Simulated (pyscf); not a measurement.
# Atom transfer: HO–Zr(OH)(OH)–Cl + H atom (H•) → [HO–Zr(OH)–OH]• + hydrogen chloride (HCl)

Gas phase, doublet surface, charge 0. Bonds broken: Zr1–Cl2. Bonds formed: Cl2–H9. Structures and frequencies: ωB97X-D3(BJ)/def2-SVP in PySCF.

Transition state (Å):

```xyz
9

Zr    -0.7616    -0.2519    -0.5109
Cl     0.1477     1.8675     0.8847
O      0.6660    -0.5069    -1.7778
O     -2.4078     0.4693    -1.2024
O     -0.9035    -1.5476     0.9070
H      1.3059    -0.7021    -2.4610
H     -3.2538     0.7166    -1.5733
H     -0.9986    -2.2653     1.5317
H      0.6165     2.9973     1.6625
```

One imaginary mode, 728i cm⁻¹; descent along it reached the two sides named.

| bond | change | reactant side (Å) | saddle | product side |
|---|---|---|---|---|
| Zr1–Cl2 | breaks | 2.382 | 2.7 | 3.5 |
| Cl2–H9 | forms | 3.7 | 1.449 | 1.288 |

Electronic energies relative to the separated reactants (kJ/mol):

| level | barrier | reaction energy | reverse barrier |
|---|---|---|---|
| ωB97X-D3(BJ)/def2-TZVP | 114.0 | +84.6 | 29.4 |
| PBE/def2-TZVP | 59.7 | +55.7 | 4.0 |
| r²SCAN/def2-TZVP | 68.8 | +59.9 | 8.9 |
| B3LYP-D3(BJ)/def2-TZVP | 68.7 | +51.0 | 17.7 |
| PBE0-D3(BJ)/def2-TZVP | 79.2 | +59.9 | 19.4 |
| M06-2X/def2-TZVP | 88.5 | +44.9 | 43.5 |
| ωB97M-D3(BJ)/def2-TZVP | 99.2 | +52.9 | 46.3 |
| HF/def2-TZVP | 173.9 | +66.3 | 107.6 |

With ωB97M-D3(BJ)/def2-TZVP energies and thermal terms (ideal gas, 1 atm, RRHO with modes under 100 cm⁻¹ raised to 100, one conformer, R ln 2 for chiral ones without a mode under 150 cm⁻¹), in kJ/mol:

```tsv
T (K)	ΔH‡	ΔG‡	ΔH	ΔG
298	100.7	126.2	+66.0	+56.9
600	98.2	153.1	+61.0	+49.7
900	96.4	180.9	+56.3	+45.1
1200	94.9	209.3	+52.0	+42.0
```

One saddle was located; it need not be the lowest between these sides. The angle at the transferred Cl is 179°. Open-shell species with a d-block atom are single-reference here; other states, and whether the spin sits on metal or ligand, were not checked. Elements past Kr carry the def2 core potentials, without spin-orbit coupling.
